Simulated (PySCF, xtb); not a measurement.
Acid–base and redox partners of CC=C. Gas-phase values, no solvent. One relaxed conformer stands for each flexible species; it need not be the lowest. Strings in code marks are SMILES.

Quantity: bond dissociation enthalpy (X–H) at 298 K, in eV. Thermal and zero-point terms are GFN2-xTB rigid-rotor harmonic values (xtb).

Level 1: B3LYP/6-31G* // PBE0-D4/def2-TZVP (PySCF)
Level 2: BP86/6-31G* // PBE0-D4/def2-TZVP (PySCF)
Level 3: PBE/6-31G* // PBE0-D4/def2-TZVP (PySCF)
Level 4: SVWN5/6-31G* // PBE0-D4/def2-TZVP (PySCF)

```tsv
species	level 2	level 3	level 4
H atom removed from C1: `[H]/[C]=C\C`	4.81	4.71	5.24
H atom removed from C3: `C([CH2])=C` (H–C–C–C torsion 0°)	3.73	3.63	4.13
H atom removed from C2: `C[C]=C`	4.56	4.46	4.96
```

Q: What does level 1 give for each?

A: 
- H atom removed from C1: `[H]/[C]=C\C`: 4.79
- H atom removed from C3: `C([CH2])=C` (H–C–C–C torsion 0°): 3.69
- H atom removed from C2: `C[C]=C`: 4.55
